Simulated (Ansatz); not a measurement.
Debugging an active-space calculation of H2OSSi, SMILES O[Si]S (the Ansatz DFT code, driven from Python).

The script, `cas.py`:
```python
"""Active-space calculation on H2OSSi."""

import ansatz

GEOMETRY = """
O    -1.20870   -0.74360   -0.43230
Si   -0.77940    0.87860   -0.29190
S     1.05830    0.79530    0.73560
H    -0.84570   -1.30150    0.22650
H    -1.10870   -0.74360   -0.43230
"""

molecule = ansatz.Crystal.molecule()
for line in GEOMETRY.strip().splitlines():
    symbol, *xyz = line.split()
    molecule = molecule.atom(symbol, [float(v) for v in xyz])

calc = (
    molecule.calculation()
    .basis(gaussian="6-31G*")
    .correlation(active_electrons=2, active_orbitals=2)
)
for method in ["sc_nevpt2"]:
    data = (calc if method is None else calc.correlation(method)).run(threads=1, backend="cpu").report
    space = data["configurations"]
    state = space["states"][0]
    print(method or "casscf", f"total {data['free_energy_ev'] / 27.211386246:.6f} Ha, active-space state {state['energy']['hartree']:.6f} Ha, mean field {data['reference_energy_ev'] / 27.211386246:.6f} Ha")
    print("  determinants", state["n_determinants"], " natural occupations", [round(n, 3) for n in space["natural_occupations"]])
```

```console
$ python cas.py
RunWarning: the results are in doubt because another end's mean lies 0.121 eV lower, and its corrected mean 0.089 eV higher
sc_nevpt2 total -736.875038 Ha, active-space state -736.541416 Ha, mean field -736.527595 Ha
  determinants 4  natural occupations [1.936, 0.064]
```
(Warnings from the package without file and line.)

The script ran to its end, but the result can't be trusted. Why?

The fault: two atoms almost overlap. The change:

```diff
--- before
+++ after
@@ -9,3 +9,3 @@
 H    -0.84570   -1.30150    0.22650
-H    -1.10870   -0.74360   -0.43230
+H     1.82540    0.29760   -0.27930
 """
```

The mended script runs so:

```console
$ python cas.py
sc_nevpt2 total -762.841578 Ha, active-space state -762.488594 Ha, mean field -762.469406 Ha
  determinants 4  natural occupations [1.926, 0.074]
```

Caveats:
- Total energies depend on the basis set; only differences at equal settings carry meaning.
- The geometry is a force-field or estimated start, not a minimum of this method, and the basis set is short of its limit. The active space starts as a window about the frontier orbitals and is then optimised, not chosen by chemistry.
- It ran for 1.4 s on 1 thread of Arm Neoverse V2, with other jobs on the host, peak memory 0.14 GiB.

(Lines on the test bed's own set-up are left out of the output.)
